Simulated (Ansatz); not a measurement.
# SiH5 (doublet): the correlation ladder at distance Si1–H5 along a hydrogen transfer = 1.742 Å, cc-pVDZ

How much of the correlation energy of SiH5 (doublet) does each wave-function method recover here?

The runs use Ansatz 0.2.0, Gaussian basis; cc-pVDZ, core rule «outside noble gas», up to 5 orbitals frozen.

Plan: UHF; CCSD(T) on ROHF; CCSD(T) on UHF; BCCD(T) on ROHF; CISD; CCSDT(Q) on ROHF; CCSDT(Q) on UHF; CASSCF and MRCISD+Q, 3 electrons in 3 orbitals; CASSCF and NEVPT2, 3 electrons in 3 orbitals; CASSCF and MRCISD+Q, 9 electrons in 9 orbitals; CASSCF and MRCISD+Q(relaxed), 9 electrons in 9 orbitals; CASSCF and NEVPT2, 9 electrons in 9 orbitals.

10 further runs of the same task are left out: 1 for a mislabelled method, 8 that didn't finish, 1 set aside as unsound or not needed.

## Step 1: The system

The geometry derives from fragments relaxed apart (PBE0/def2-TZVP) and kept rigid, so it is no stationary point. A hydrogen atom is moved between rigid fragments.

6 atoms, charge 0, spin multiplicity 2.

Atoms are counted from 1 here; the program's logs count them from 0.

Bond lengths: Si1–H2 1.485 Å, Si1–H3 1.485 Å, Si1–H4 1.485 Å, H5–H6 0.788 Å. Angles: H2–Si1–H3 109.5°, H2–Si1–H4 109.5°, H3–Si1–H4 109.5°.

As a file:

```xyz
6

Si   -0.0848    0.0000    0.0000
H    -0.5797    1.3997    0.0000
H    -0.5797   -0.6999    1.2122
H    -0.5797   -0.6999   -1.2122
H     1.6572    0.0000    0.0000
H     2.4452    0.0000    0.0000
```

## Step 2: UHF

Input file in.yaml:

```yaml
crystal:
  periodic: [false, false, false]
  atoms:
    - {symbol: Si, position_ang: [-0.084815, 0.000000, 0.000000]}
    - {symbol: H, position_ang: [-0.579687, 1.399708, 0.000000]}
    - {symbol: H, position_ang: [-0.579687, -0.699854, 1.212183]}
    - {symbol: H, position_ang: [-0.579687, -0.699854, -1.212183]}
    - {symbol: H, position_ang: [1.657185, 0.000000, 0.000000]}
    - {symbol: H, position_ang: [2.445185, 0.000000, 0.000000]}
basis:
  gaussian: {orbitals: cc-pVDZ}
magnetization: {spin_polarized: true, initial_magnetization: 1}
hamiltonian: {xc: hf}
output: {orbitals: {seedname: orbitals}}
```

Command:

```console
ansatz run in.yaml --threads 1 --pin off --events-out ev --progress --plain --max-ram 2393MiB
```

After this run come: CCSD(T) on ROHF; CCSD(T) on UHF; BCCD(T) on ROHF; CISD; CCSDT(Q) on ROHF; CCSDT(Q) on UHF; CASSCF and MRCISD+Q, 3 electrons in 3 orbitals; CASSCF and NEVPT2, 3 electrons in 3 orbitals; CASSCF and MRCISD+Q, 9 electrons in 9 orbitals; CASSCF and MRCISD+Q(relaxed), 9 electrons in 9 orbitals; CASSCF and NEVPT2, 9 electrons in 9 orbitals.

Q: Predict the results of all the runs planned. Wanted: UCCSDT(Q) below the RHF energy; RMP2 from UCCSDT(Q); UMP2 from UCCSDT(Q); RCCSD from UCCSDT(Q); RCCSD(T) from UCCSDT(Q); UCCSD(T) from UCCSDT(Q); RCCSDT(Q) from UCCSDT(Q); NEVPT2 pair from UCCSDT(Q); NEVPT2 valence from UCCSDT(Q).

The runs gave:

```
                         quantity                                                                                                value
   UCCSDT(Q) below the RHF energy                                                                                           -4.6934 eV
              RMP2 from UCCSDT(Q)                                                                                      +24.28 kcal/mol
              UMP2 from UCCSDT(Q)                                                                                      +24.45 kcal/mol
             RCCSD from UCCSDT(Q)                                                                                       +2.40 kcal/mol
          RCCSD(T) from UCCSDT(Q)                                                                                       +0.51 kcal/mol
          UCCSD(T) from UCCSDT(Q)                                                                                       +0.52 kcal/mol
         RCCSDT(Q) from UCCSDT(Q)                                                                                       +0.01 kcal/mol
       NEVPT2 pair from UCCSDT(Q)                                                                                      +23.64 kcal/mol
    NEVPT2 valence from UCCSDT(Q)                                                                                      +21.29 kcal/mol
  MRCISD+Q valence from UCCSDT(Q)                                                                                       +0.42 kcal/mol
levels within 1 kcal/mol (43 meV)  RCCSD(T), UCCSD(T), BCCD(T), RCCSDT, UCCSDT, RCCSDT(Q), MRCISD+Q valence, MRCISD+Q(relaxed) valence
                    T1 diagnostic                                                                                                0.019
   effectively unpaired electrons                                                                                                 1.02
```

What this shows: RCCSD(T) misses by +0.51 kcal/mol, 0.5 % of the correlation energy. One determinant dominates. Of the multireference levels listed MRCISD+Q valence comes nearest in total energy (+0.42 kcal/mol), which doesn't show that its space is the better one. These misses are within one basis, not against nature; the frozen cores of restricted and unrestricted runs differ, which can shift their rows.
